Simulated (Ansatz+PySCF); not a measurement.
Results of a calculation; reference values are marked as such.
Input for Ansatz (development build ahead of 0.2.0):

```yaml
crystal:
  periodic: [false, false, false]
  atoms:
    - { symbol: Li, position_ang: [0.0, 0.0, -0.77895] }
    - { symbol: H, position_ang: [0.0, 0.0, 2.33685] }
basis:
  gaussian: { orbitals: "6-31G" }
hamiltonian:
  xc: hf
correlation:
  method: mp2
  frozen_orbitals: { H: 0, Li: 0 }
```

The input is written out in the form of the current development build from the run's settings.

The run gave:

```
Converged                       : yes
Reference energy                : -7.90177 hartree
Correlation energy              : -0.02077 hartree
Total energy                    : -7.92254 hartree
Spin squared of the determinant : 0.000
```

Messages of the program:
```
unlike orbitals would lower it
```

Caution: bonds are stretched, where a single reference can fail; an unrestricted determinant lies well below.
